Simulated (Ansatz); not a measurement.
Reaction (SMILES): CCl (CH3-Cl) → Cl[CH2-] + H+
B3LYP-D3(BJ)/def2-TZVP geometries, fixed; electronic energies without zero-point terms.
Largest species:
```
C
H 1 1.0858
H 1 1.0858 2 110.57
H 1 1.0858 2 110.57 3 -122.80
Cl 1 1.7944 2 108.35 3 118.60
```

Effect of a fitting basis named in the input at MP2/cc-pV(T+d)Z with Ansatz (a quantum-chemistry and plane-wave program), against the last row, where the deprotonation energy is 412.73 kcal/mol. Cores are frozen. The default fits or decomposes integrals by the program's own choice; accuracy: high also tightens integrals, grids and stops.

| setting | largest shift of a total energy (mEh) | shift of the deprotonation energy (kcal/mol) |
|---|---|---|
| fitting: def2-universal-jkfit and def2-SVP-RIFIT | -3.475 | -0.316 |
| fitting: def2-universal-jkfit and cc-pVDZ-RIFIT | -2.916 | -0.405 |
| fitting: def2-universal-jkfit and cc-pVTZ-RIFIT | 0.151 | 0.012 |
| fitting: def2-universal-jkfit and aug-cc-pVTZ-RIFIT | 0.147 | 0.016 |
| fitting: def2-universal-jkfit and cc-pVQZ-RIFIT | 0.143 | 0.022 |
| fitting: def2-universal-jkfit and aug-cc-pVQZ-RIFIT | 0.135 | 0.022 |
| accuracy: high | -0.004 | -0.001 |
| accuracy: medium (default) | 0.000 | 0.000 |

Within 0.3 kcal/mol in the deprotonation energy: fitting: def2-universal-jkfit and cc-pVTZ-RIFIT; fitting: def2-universal-jkfit and aug-cc-pVTZ-RIFIT; fitting: def2-universal-jkfit and cc-pVQZ-RIFIT; fitting: def2-universal-jkfit and aug-cc-pVQZ-RIFIT; accuracy: high. The largest shift is 3.475 mEh in a total energy and 0.405 kcal/mol in the difference.
